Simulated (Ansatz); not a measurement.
PS2, doublet in cc-pVDZ: errors against UCCSDT(Q)

Geometry: a point of a stretch scan, not a stationary point.

```csv
atom,x (Å),y (Å),z (Å)
S,0.0000,-0.1480,1.5177
P,0.0000,0.4657,0.1184
S,0.0000,-0.3019,-1.6320
```

Basis cc-pVDZ; Ansatz 0.2.0. Only valence electrons are correlated (noble-gas cores frozen), which leaves 17 electrons in 39 orbitals. R marks a restricted (for open shells ROHF) determinant, U an unrestricted one. Active spaces: pair = (3e, 3o) about the gap; valence = (13e, 10o, short of the full valence) chosen from the atoms' valence shells.

Full CI isn't at hand for all of this; UCCSDT(Q) serves as the reference, and is uncertain by about the last step of the cluster series. The frozen core follows each run's orbitals, which can shift R against U totals by a few meV.

For open shells CISD is restricted-active-space CI with the open shells as a complete middle space.

The UHF ⟨S²⟩ is 0.774. The T1 diagnostic (RCCSD) is 0.0254. The largest doubles amplitude (RCCSD) is 0.069 and the T1 diagnostic (UCCSD) is 0.0209.

| level | E − E(UCCSDT(Q)) (kJ/mol) | share of correlation (%) | wall time |
| --- | --- | --- | --- |
| RHF | 1037.4 | 0.00 | – |
| UHF | 1022.5 | 1.44 | – |
| RMP2 | 112.4 | 89.17 | – |
| UMP2 | 118.1 | 88.62 | – |
| CISD | 166.9 | 83.92 | 7.5 s |
| RCCSD | 47.8 | 95.39 | – |
| UCCSD | 47.2 | 95.45 | – |
| RCCSD(T) | 6.5 | 99.37 | 4.8 s |
| UCCSD(T) | 6.8 | 99.35 | 5 s |
| BCCD(T) | 6.6 | 99.36 | 5.5 s |
| RCCSDT | 3.9 | 99.62 | – |
| UCCSDT | 3.8 | 99.63 | – |
| RCCSDT(Q) | 0.4 | 99.96 | 83 s |
| CASSCF (pair space) | 1006.8 | 2.96 | – |
| NEVPT2 (pair space) | 124.2 | 88.03 | 5.5 s |
| MRCISD (pair space) | 159.7 | 84.60 | – |
| MRCISD+Q (pair space) | 33.9 | 96.73 | 6 s |
| CASSCF (valence space) | 852.2 | 17.86 | – |
| NEVPT2 (valence space) | 148.9 | 85.65 | 8.5 s |
| MRCISD (valence space) | 106.6 | 89.72 | – |
| MRCISD+Q (valence space) | 14.3 | 98.63 | 13 s |

The correlation energy at UCCSDT(Q), counted from RHF, is -10.752 eV. That run took 69 s on 1 thread of Arm Neoverse V1, shared host.

Times hold each run's SCF and search for its determinant on a shared host, so for small cases they say little of a method's own cost; they ran on 1 thread of Arm Neoverse V1.

Natural occupations of CASSCF (valence space) about the gap: 1.988 1.974 1.966 1.958 1.014 0.057 0.032 0.021; effectively unpaired electrons, Σ n²(2−n)², 1.03.
